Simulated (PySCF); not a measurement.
Gas-phase reaction: Si + 3 Cl + Si2H6 ⇌ 3 SiH2Cl

Method: PySCF energies plus ideal-gas RRHO corrections (1 bar). † marks an energy on the PBE0/def2-TZVP geometry and frequencies; other levels use their own. CCSD(T) freezes the core. 6-31G* has spherical d functions here. Open shells (unrestricted): Si (multiplicity 3), Cl (multiplicity 2), SiH2Cl (multiplicity 2); the rest are closed-shell singlets. Spin-orbit splitting is ignored; it lowers the true energy and changes the entropy of Si, Cl. B3LYP is the form with VWN-RPA correlation. SiH2Cl: computed as isolated molecules; such fragments, hydroxides, amides, oligomers or adducts are transient or little studied in the gas. CCSD(T) isn't extrapolated to the basis-set limit.

CCSD(T)/def2-SVP† gives ΔH°(298 K) = -684 kJ.

Question: What do B3LYP/6-31G*, BLYP/def2-TZVP†, ωB97M-V/def2-TZVP† give?

Answer: B3LYP/6-31G*: -744 kJ; BLYP/def2-TZVP†: -792 kJ; ωB97M-V/def2-TZVP†: -822 kJ. For scale, ΔH°(298 K) is -684 kJ at this level, -822 kJ at ωB97M-V/def2-TZVP†, and runs from -979 to -550 kJ over the 19 levels computed.
